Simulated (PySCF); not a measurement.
## Electron affinity of B by level of theory

B⁻ [He] 2s2 2p2 (3P) → B [He] 2s2 2p1 (2P), as a difference of total energies. Calculation: PySCF 2.14, in aug-cc-pwCVTZ; the non-relativistic Hamiltonian (point nucleus). Correlated levels: valence: 1s2 frozen. The calculations carry no spin-orbit coupling.

Question: Order these methods by the electron affinity they give, lowest first.
A. CCSD (valence)
B. CCSD(T) (valence)
C. MP2 (valence)
D. SCS-MP2 (valence)

Answer: D (0.059 eV), A (0.166 eV), C (0.208 eV), B (0.230 eV).

Errors of the correlated levels include the incompleteness of this basis and the frozen core.

A negative affinity means that the anion lies above the atom at that level of theory.

For comparison: 0.280 eV (measured; photodetachment measurements, as compiled on the Wikipedia data page of electron affinities).
